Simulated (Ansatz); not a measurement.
# BH3+ (doublet): the correlation ladder at scale of all distances = 2.004, aug-cc-pVDZ

Aim: climb from Hartree-Fock through coupled cluster and multireference methods for BH3+ (doublet) at one geometry and basis, and see what each rung misses.

Computed with Ansatz 0.2.0, Gaussian basis. Level: aug-cc-pVDZ, core rule «outside noble gas», up to 1 orbitals frozen.

The runs, in order: UHF; CCSD(T) on ROHF; CCSD(T) on UHF; BCCD(T) on ROHF; CISD; CCSDT(Q) on ROHF; CCSDT(Q) on UHF; CASSCF and MRCISD+Q, 3 electrons in 3 orbitals; CASSCF and NEVPT2, 3 electrons in 3 orbitals; CASSCF and MRCISD+Q, 5 electrons in 7 orbitals; CASSCF and NEVPT2, 5 electrons in 7 orbitals; Full CI.

16 further runs of the same task are left out: 12 that didn't finish, 4 set aside as unsound or not needed.

### Step 1. What is computed

The geometry derives from a PBE0/def2-TZVP stationary point (not a proven minimum). All distances are scaled together.

4 atoms, charge 1, spin multiplicity 2.

Atoms are counted from 1 here; the program's logs count them from 0.

No contacts short enough for the rule that draws bonds.

### Step 2. UHF

in.yaml reads:

```yaml
crystal:
  periodic: [false, false, false]
  atoms:
    - {symbol: B, position_ang: [0.000000, 0.000000, 0.136552]}
    - {symbol: H, position_ang: [0.000000, 1.438439, -1.977159]}
    - {symbol: H, position_ang: [0.000000, 0.000000, 2.489677]}
    - {symbol: H, position_ang: [0.000000, -1.438439, -1.977159]}
basis:
  gaussian: {orbitals: aug-cc-pVDZ}
total_charge: 1
magnetization: {spin_polarized: true, initial_magnetization: 1}
hamiltonian: {xc: hf}
output: {orbitals: {seedname: orbitals}}
```

On the command line:

```sh
$ ansatz run in.yaml --threads 1 --pin off --events-out ev --progress --plain --max-ram 2393MiB
```

Further steps of the session: CCSD(T) on ROHF; CCSD(T) on UHF; BCCD(T) on ROHF; CISD; CCSDT(Q) on ROHF; CCSDT(Q) on UHF; CASSCF and MRCISD+Q, 3 electrons in 3 orbitals; CASSCF and NEVPT2, 3 electrons in 3 orbitals; CASSCF and MRCISD+Q, 5 electrons in 7 orbitals; CASSCF and NEVPT2, 5 electrons in 7 orbitals; Full CI.

Q: Predict the results of all the runs planned. Wanted: FCI below the RHF energy; RMP2 from FCI; UMP2 from FCI; RCCSD from FCI; RCCSD(T) from FCI; UCCSD(T) from FCI; RCCSDT(Q) from FCI; UCCSDT(Q) from FCI; NEVPT2 pair from FCI.

The runs gave:

| quantity | value |
| --- | --- |
| FCI below the RHF energy | -5.2847 eV |
| RMP2 from FCI | +61.27 kcal/mol |
| UMP2 from FCI | +20.14 kcal/mol |
| RCCSD from FCI | +3.77 kcal/mol |
| RCCSD(T) from FCI | -0.60 kcal/mol |
| UCCSD(T) from FCI | +1.34 kcal/mol |
| RCCSDT(Q) from FCI | +1.65 kcal/mol |
| UCCSDT(Q) from FCI | +0.24 kcal/mol |
| NEVPT2 pair from FCI | +19.09 kcal/mol |
| MRCISD+Q pair from FCI | -3.39 kcal/mol |
| NEVPT2 valence from FCI | +2.14 kcal/mol |
| levels within 1 kcal/mol (43 meV) | RCCSD(T), UCCSDT, UCCSDT(Q), MRCISD valence, MRCISD+Q valence |
| T1 diagnostic | 0.275 |
| effectively unpaired electrons | 2.82 |

**Reading.** RCCSD(T) lands -0.60 kcal/mol from the yardstick (0.5 % of the correlation energy). CCSD(T) misses by -0.60 kcal/mol on the restricted determinant and by +1.34 kcal/mol on the unrestricted one; the two need not hold the same state or core. RCCSD(T), RCCSDT, MRCISD+Q pair fall below full CI, which methods that aren't variational can do. With 2.8 effectively unpaired electrons against 1 the state is strongly multireference. Coupled cluster on one determinant still stays close here. Of the multireference levels listed MRCISD+Q valence comes nearest in total energy (+0.47 kcal/mol), which doesn't show that its space is the better one. Coupled cluster took another determinant than the lowest Hartree-Fock one. These misses are within one basis, not against nature; the frozen cores of restricted and unrestricted runs differ, which can shift their rows.
